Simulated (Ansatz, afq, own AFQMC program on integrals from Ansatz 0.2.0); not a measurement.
**VH2ClO2, singlet: AFQMC among the cluster methods**

```xyz
6

V     0.3785   -0.3467   -0.4693
O     1.8273   -0.3916    0.4366
O    -0.9796   -1.3158   -0.0582
Cl    0.2589    0.9640   -2.1879
H     2.7314   -0.1661    0.6713
H    -1.3673   -1.9722    0.5258
```

Connectivity, by distances: OH–V(–OH)–Cl.

Basis def2-SVP. Noble-gas cores (and the filled d shells of Ga–Kr and In–Xe) are frozen. Integrals, coupled cluster, full CI and functionals: Ansatz 0.2.0; the random walks run on the same integrals in our own AFQMC program. ph-AFQMC/CISD is guided by a CISD state made of CCSD amplitudes; releasing the constraint for a short imaginary time cuts its bias at the price of noise, slowly where states lie close. Uncertainties: one standard error, sampling alone. The metal's outer-core s and p shells are frozen, which shifts wave-function levels against functionals.

Determinant: RHF, the one that the program's search chose, which needn't be the lowest solution. The geometry is a PBE0/def2-SVP stationary point of this or a neighbouring charge and spin state.

No full CI on the walks' own integrals is used here. The released AFQMC energy serves as the reference, which it does only where one determinant dominates, the energy is flat over the last release times and near the phaseless one (40 meV or 2 meV an electron, half that with transition metals). On small molecules, where full CI could be run and the noise was under 10 meV, such values lay within 10 meV of it in 19 cases of 20, a flattering rate, since the rule was set on those same cases; what remains of the bias isn't in the error bar.

Cautions: no relativity below Rb; outer-core shells of the metal frozen; higher spins were not checked; restricted determinant unstable towards unrestricted (UHF 841 meV lower, ⟨S²⟩ 1.01); the released value is read at 0.80 1/Eh with a noise of 14 meV, more than in the cases checked, later times being too noisy (meV from the phaseless value at times in 1/Eh: -32 ± 10 at 0.24, -28 ± 15 at 0.48, -14 ± 14 at 0.80, -39 ± 30 at 1.20); released reference can be 30 meV off for metals.

* T1 diagnostic: 0.0340
* weight of the determinant in the CISD state: 0.761
* size of the correlated space: 26 electrons in 71 orbitals

Reference: AFQMC with the constraint released, correlation energy -18.733 ± 0.014 eV.

```csv
level,E − E(reference) (meV),share of correlation (%)
HF,18732.8 ± 14.3,0.00
MP2,1684.2 ± 14.3,91.01
CCSD,875.7 ± 14.3,95.33
CCSD(T),165.5 ± 14.3,99.12
CCSDT,98.3 ± 14.3,99.48
CCSDT(Q),3.9 ± 14.3,99.98
ph-AFQMC/CISD,14.1 ± 17.7,99.92
```

CCSDT and higher add their correlation energy to the determinant of the CCSD(T) run, since their own runs factorise the integrals more tightly (a shift of under 2 meV). Released energies are given only where the last usable release times agree within the noise; a slower fall can still hide under it.
